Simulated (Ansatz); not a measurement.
A made-up structure of CH$_{6}$BS (charge +1), singlet:

```
atom    x (Å)    y (Å)    z (Å)
  C1  -0.6176   0.9223  -0.5835
  B2   0.2173  -1.3276   1.1816
  S3   0.1411  -0.3894  -0.4939
  H4  -1.2744   0.9058  -1.4622
  H5   0.1336   1.6910  -0.8344
  H6  -1.1746   1.2576   0.2906
  H7   0.7772  -1.1007  -1.4629
  H8   1.3123  -1.6791   1.1853
  H9   0.3521  -0.4608   1.9253
```

It is relaxed with PBE-D4/def2-SVP and then PBE0-D4/def2-TZVP (Ansatz 0.2.0). Atoms count as bonded within 1.22 times the sum of their covalent radii (H–H: 0.88 Å). The end point is not checked to be a true minimum.

(1) Does its bonding change? (A judgement: the text doesn't fix the answer.)

Answers

(1) Computed: No: no bond forms or breaks.

Where it ends: The first stage lowers the energy by 3.65 eV in 13 steps. It ends as CH₆BS ([BH2][SH][CH3]), total charge +1:
C1  (-0.587, 1.034, -0.632)
B2  (0.459, -1.165, 1.094)
S3  (0.846, -0.012, -0.302)
H4  (-1.470, 0.431, -0.823)
H5  (-0.329, 1.660, -1.486)
H6  (-0.711, 1.652, 0.258)
H7  (0.879, -0.848, -1.360)
H8  (0.984, -2.224, 1.034)
H9  (-0.204, -0.708, 1.962)
(Å)

Labels in which every atom is bracketed show which atoms are joined, not bond orders.

For scale, one of the runs: PBE0-D4/def2-TZVP relaxation, 135 basis functions, launched by `ansatz run in.yaml --threads 2 --pin off --events-out ev --progress --plain --max-ram 4352MiB`. Hardware: 2 CPU threads of an Arm Neoverse V2, shared host. Wall time about 13 s.
